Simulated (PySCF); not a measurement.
Delta-SCF ions had no search for a lower state. Excitations are Tamm–Dancoff values on a coarser integration grid. The basis has no diffuse functions, so Rydberg states are missing or too high.

# AlF$_{3}$, SMILES `[F][Al]([F])[F]` (charge 0, multiplicity 1)

These are PBE-D3(BJ)/def2-TZVP // B3LYP-D3(BJ)/def2-TZVP (PySCF) values and carry that method's errors.

- HOMO: -9.62 eV
- dipole moment: 0.00 D
- HOMO–LUMO gap: 7.20 eV
- LUMO: -2.42 eV
- S1 excitation (TDA): 7.28 eV
- S1 oscillator strength: 0.000
- brightest of the four lowest singlets (TDA): 8.04 eV
- T1 excitation (TDA): 7.08 eV
- S1–T1 gap (TDA): 0.20 eV
- vertical ionisation energy (Delta-SCF): 13.52 eV
- total energy: -541.9138 Ha
- cost: about 27 core-seconds (a rough figure)

Bonded distances (Å): F1–Al2 1.634, Al2–F3 1.634, Al2–F4 1.634. Bond angles (°): F1–Al2–F3 120.0, F1–Al2–F4 120.0, F3–Al2–F4 120.0.
Charge 0, spin multiplicity 1.
